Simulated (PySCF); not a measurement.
Level of theory: PySCF with B3LYP-D3(BJ)/def2-TZVP // M06-2X/def2-TZVP. Gas-phase values, no solvent. B3LYP has the VWN-RPA correlation part, as in Gaussian. 

Reference species (SMILES): `[BH2]` (neutral, multiplicity 2).

The dipole moment is 0.48 D.

Changed species: `[SiH3]` (radical fragment; the reference has radical fragment).

Q: What does the change do to the dipole moment?

A: the dipole moment decreases by 0.40 D, to 0.08 D.
